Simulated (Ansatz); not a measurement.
An input for triplet CH5FSi

The species is CH5FSi (8 atoms), meant as a triplet with charge 0. As SMILES of the parent species, `C[SiH2]F`. The coordinates come from a PBE0-D4/def2-TZVP relaxation. That shape belongs to the parent species and isn't relaxed for this state.

```xyz
8

C    -0.5214    0.7003   -0.4370
Si    0.4484   -0.6420    0.3952
F     1.9465   -0.6496   -0.1788
H    -0.5624    0.5425   -1.5171
H    -1.5467    0.7132   -0.0565
H    -0.0772    1.6803   -0.2484
H     0.5387   -0.4208    1.8607
H    -0.1337   -1.9812    0.1260
```

Settings wanted:

```json
{
 "basis set": "6-311+G**",
 "integral approximation": "none",
 "task": "energy",
 "method": "DFT",
 "functional": "wB97M-V",
 "reference": "UKS",
 "accuracy": "high",
 "d and f functions": "spherical"
}
```

Question: Give an Ansatz 0.2.0 job that does this.

Answer: One that was run (others would do as well):

molecule.yaml:
```yaml
crystal:
  periodic: [false, false, false]
  atoms:
    - symbol: C
      position_ang: [-0.521400, 0.700300, -0.437000]
    - symbol: Si
      position_ang: [0.448400, -0.642000, 0.395200]
    - symbol: F
      position_ang: [1.946500, -0.649600, -0.178800]
    - symbol: H
      position_ang: [-0.562400, 0.542500, -1.517100]
    - symbol: H
      position_ang: [-1.546700, 0.713200, -0.056500]
    - symbol: H
      position_ang: [-0.077200, 1.680300, -0.248400]
    - symbol: H
      position_ang: [0.538700, -0.420800, 1.860700]
    - symbol: H
      position_ang: [-0.133700, -1.981200, 0.126000]
basis:
  gaussian:
    orbitals: 6-311+G_st__st_-spherical.json
magnetization:
  spin_polarized: true
  initial_magnetization: 2
accuracy: high
output: {orbitals: {seedname: orbitals}}
hamiltonian:
  xc: {name: wB97M-V}
```

```bash
$ ansatz run molecule.yaml --threads 1 --pin off --max-ram 3480MiB --events-out events.jsonl --progress --plain --runs-dir runs
```

(Basis files named in the input come from the Basis Set Exchange and aren't shown.)

Calculated total energy: -430.18717 Eh.
